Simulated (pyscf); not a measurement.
PySCF, gas phase, ωB97X-D3(BJ)/def2-SVP geometries.

Q: How much does it cost (ΔH, 298 K, ωB97M-D3(BJ)/def2-TZVP) to split O=Mo(=O)(OH)–F (SMILES [O]=[Mo](=[O])([OH])[F]) at its Mo–O bond into [O=Mo(=O)–F]• + OH•?

A: Mo–O to [O=Mo(=O)–F]• + OH•: 105.8 kcal/mol. The 7 functionals that were run give +104.1 (M06-2X) to +114.0 kcal/mol (PBE). The radicals are drawn with the spin at the cut bond; how far it spreads was not checked. Other isomers of [O=Mo(=O)–F]• were not searched in full and may lie lower. Left out: the spin-orbit lowering of OH. Open-shell species with a d-block atom are single-reference here; other states, and whether the spin sits on metal or ligand, were not checked. Elements past Kr carry the def2 core potentials, without spin-orbit coupling.
